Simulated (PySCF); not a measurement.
Gas-phase reaction: 2 B + N2 + 4 H2 = 2 H2BNH2

Computed with PySCF and rigid-rotor harmonic-oscillator thermochemistry at 1 bar. † marks an energy on the PBE0/def2-TZVP geometry and frequencies; other levels use their own. MP2 and CCSD(T) freeze the core. 6-31G* has spherical d functions here. Open shells (unrestricted): B (multiplicity 2); the rest are closed-shell singlets. Spin-orbit splitting is ignored; it lowers the true energy and changes the entropy of B. H2BNH2: computed as isolated molecules; such fragments, hydroxides, amides, oligomers or adducts are transient or little studied in the gas. MP2 isn't extrapolated to the basis-set limit. CCSD(T) isn't extrapolated to the basis-set limit.

```csv
level,"ΔH°(298 K), kJ"
BLYP/def2-TZVP†,…
CCSD(T)/def2-SVP†,…
HF/6-31G*,-1160
HF/def2-TZVP†,-1139
MP2/def2-SVP†,-1333
MP2/def2-TZVPP†,…
PBE0/def2-QZVP†,-1408
ωB97M-V/def2-TZVP†,…
```

### Question
Complete the blanks.

### Answer

- BLYP/def2-TZVP†, ΔH°(298 K), kJ: -1280
- CCSD(T)/def2-SVP†, ΔH°(298 K), kJ: -1276
- MP2/def2-TZVPP†, ΔH°(298 K), kJ: -1328
- ωB97M-V/def2-TZVP†, ΔH°(298 K), kJ: -1349
